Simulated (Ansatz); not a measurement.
`FCOCCCl` + H₂ → `COCF` + `CCl`  (hydrogenolysis of a C–C bond)

Program: Ansatz. Geometries: PBE0-D4/def2-TZVP. ΔE: electronic, gas phase. CCSD(T)/CBS is the MP2 limit (def2-TZVPP, def2-QZVPP) plus CCSD(T) − MP2 in def2-TZVPP, frozen cores. This one scheme is used for every species. One conformer a species, not always the lowest.

```csv
species,MP2/CBS(def2) energy (Eh)
`FCOCCCl`,-752.40423
H₂,-1.16771
`COCF`,-254.00183
`CCl`,-499.58566
```

Question: Work out ΔE.

Answer: ΔE = (-254.00183) + (-499.58566) − (-752.40423) − (-1.16771) = -0.01555 Eh = -40.8 kJ/mol. CCSD(T)/CBS gives -45.1 kJ/mol.

Largest T1 diagnostic among the species: 0.011.

In def2-TZVPP, CCSD(T) changes the Hartree–Fock value by +22.5 kJ/mol (the triples alone add +4.8 kJ/mol) and MP2 by +26.7 kJ/mol. Leaving LDA and LC-ωPBE aside and taking each functional with its dispersion term where it has one, the values, not all of them listed here, spread over 13.2 kJ/mol, from B2PLYP to revPBE-D4. LDA lies +14.7 kJ/mol from PBE without D4.
